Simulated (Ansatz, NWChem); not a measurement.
**CF4 (SMILES FC(F)(F)F): from total energies to a heat of formation**

CF4: 5 atoms, total charge 0, spin state singlet. As SMILES, `FC(F)(F)F`. The coordinates come from a PBE0-D4/def2-TZVP relaxation.

```xyz
5

F    -0.8501    0.0253    0.9895
C     0.0100   -0.0147   -0.0083
F     1.1575   -0.5013    0.4201
F    -0.4640   -0.7860   -0.9662
F     0.1966    1.2030   -0.4767
```

Total energies at CCSD(T)/aug-cc-pVDZ, 5 core orbitals frozen (NWChem 7.3.0); the atoms run unrestricted:

```
species    state  energy (Eh)
    CF4  singlet  -436.665022
      F  doublet   -99.550069
      C  triplet   -37.764866
```

Harmonic wavenumbers at PBE0-D4/def2-TZVP, in cm⁻¹: 435, 435, 633, 633, 633, 925, 1294, 1294, 1294.

Measured heats of formation of the gaseous atoms at 298.15 K, in kJ/mol: F 79.4, C 716.9. Spin-orbit lowering of the atoms at 298 K (mean of the ground term's levels less their thermal mean, from spectra), in kJ/mol: F 1.29, C 0.02. Take 1 Eh = 2625.50 kJ/mol, 1 cm⁻¹ = 0.0119627 kJ/mol, RT = 2.479 kJ/mol.

**Question.** Work out the heat of formation of the gas at 298 K.

**Answer.** 
1. Electronic atomisation energy: 4 × (-99.550069) + (-37.764866) − (-436.665022) = 0.699880 Eh = 1837.5 kJ/mol.
2. Zero-point energy: half the sum of the wavenumbers, 3788 cm⁻¹ = 45.3 kJ/mol.
3. Thermal vibrational enthalpy, Σ hcν̃/(exp(hcν̃/kT) − 1): 2.8 kJ/mol. Translation, rotation and pV of a non-linear molecule: 4 RT = 9.9 kJ/mol.
4. The 5 free atoms carry 5/2 RT each: 31.0 kJ/mol.
5. Spin-orbit coupling lowers the free atoms by 4 × 1.29 + 0.02 = 5.2 kJ/mol.
6. Atomisation enthalpy at 298 K: 1837.5 − 5.2 − 45.3 − 2.8 − 9.9 + 31.0 = 1805.3 kJ/mol.
7. Sum of the atoms' heats of formation: 1034.5 kJ/mol. Heat of formation: 1034.5 − 1805.3 = -770.8 kJ/mol.

The tabulated value is -933.4 kJ/mol (Active Thermochemical Tables), so this level is off by +162.6 kJ/mol, or 8.3 % of the atomisation enthalpy. Coupled cluster needs large bases for atomisation: in a finite one the molecule is underbound. Anharmonicity and any spin-orbit splitting of the molecule are left out, and so is core correlation.
